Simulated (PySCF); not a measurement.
Method: core-valence-separated Tamm–Dancoff BHandHLYP/aug-pcX-1 (pcseg-1 on H, def2-SVPD on Cl) in PySCF, non-relativistic, gas phase, PBE0-D3(BJ)/def2-SVP geometry. BHandHLYP without relativity tends to put these K edges a few eV too low, so spacings mean more than positions.

Main lines of an unknown, eV (oscillator strength): C K: 284.5 (0.084), 285.8 (0.020), 286.3 (0.027), 286.4 (0.024), 286.4 (0.061); O K: 529.1 (0.050), 533.9 (0.013). Listed: the first five lines at most of each edge with a tenth or more of its strongest line's intensity; roots within 0.03 eV on the same or equivalent atoms are summed. Only the lowest roots were sought, and the top ones are left out.

Question: Which candidate gives them?
A. `CC(C)C(=O)Cl`
B. `Cl[C@@H]1CCOC1`
C. `CO/C(C)=C/Cl`
D. `C/C(OC)=C/Cl`

Answer: A. 

- `CC(C)C(=O)Cl`: C K: 284.5 (0.084), 285.8 (0.020), 286.3 (0.027), 286.4 (0.024), 286.4 (0.061); O K: 529.1 (0.050), 533.9 (0.013). First C line listed at 284.5 eV, hole on the acyl halide carbon (1s→π*); first O line listed at 529.1 eV, hole on the carbonyl oxygen (1s→π*).
- `CO/C(C)=C\Cl`: C K: 284.6 (0.051), 284.8 (0.077), 285.1 (0.059), 285.7 (0.009), 285.9 (0.011); O K: 533.8 (0.015), 534.3 (0.013), 534.8 (0.010), 535.3 (0.014), 535.7 (0.006). First C line listed at 284.6 eV, hole on the vinylic C–Cl carbon (1s→π*); first O line listed at 533.8 eV, hole on the ether oxygen.
- `CO/C(C)=C/Cl`: C K: 284.5 (0.050), 284.6 (0.078), 285.2 (0.056), 285.8 (0.016), 286.7 (0.024); O K: 533.9 (0.015), 534.3 (0.017), 534.7 (0.004), 535.4 (0.020), 535.8 (0.002). First C line listed at 284.5 eV, hole on the vinylic C–Cl carbon (1s→π*); first O line listed at 533.9 eV, hole on the ether oxygen.
- `Cl[C@@H]1CCOC1`: C K: 284.9 (0.068), 285.8 (0.017), 286.0 (0.021), 286.9 (0.032), 286.9 (0.024); O K: 533.7 (0.005), 534.3 (0.031), 534.4 (0.012), 534.8 (0.003), 535.1 (0.014). First C line listed at 284.9 eV, hole on the sp3 C–Cl carbon; first O line listed at 533.7 eV, hole on the cyclic ether oxygen.

One conformer each; other structures than these candidates weren't tested.

The values belong to the conformer `[CH3:1][CH:2]([CH3:3])[C:4](=[O:5])[Cl:6]`: C1–C2–C4–O5 113°.
